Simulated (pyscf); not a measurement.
O=As–AsH₂ + H₂ → O=AsH + AsH₃, a four-centre exchange (singlet surface; As–As, H–H broken, As–H, As–H formed). Structures and frequencies: ωB97X-D3(BJ)/def2-SVP in PySCF. Energies in kcal/mol from the separated reactants.

AM1 to PM7: differences of heats of formation from MOPAC, which are fitted to 298 K values and so differ in kind from electronic energies by zero-point and thermal terms. 

**Question.** Quick AM1 single points give ΔE‡ = 22.0 kcal/mol and ΔE = +0.4 kcal/mol. What does ωB97M-D3(BJ)/def2-TZVP give, and how far is the quick result from it?

**Answer.** ωB97M-D3(BJ)/def2-TZVP gives ΔE‡ = 29.6 kcal/mol and ΔE = +6.7 kcal/mol. AM1 lies 7.6 kcal/mol under it in the barrier and 6.3 kcal/mol under it in the reaction energy, so on this step it does not hold to within 3.0 kcal/mol. ωB97M-D3(BJ)/def2-TZVP has limits of its own. At the saddle there is also a short As–H contact that neither side keeps. O=As–AsH₂ lies 18.7 kcal/mol over its isomer HO–As=AsH (electronic energy, ωB97M-D3(BJ)/def2-TZVP). O=AsH lies 7.5 kcal/mol over its isomer HO–As: [triplet] (electronic energy, ωB97M-D3(BJ)/def2-TZVP). One saddle was located; it need not be the lowest between these sides. In the def2 sets elements up to Kr have no core potential.
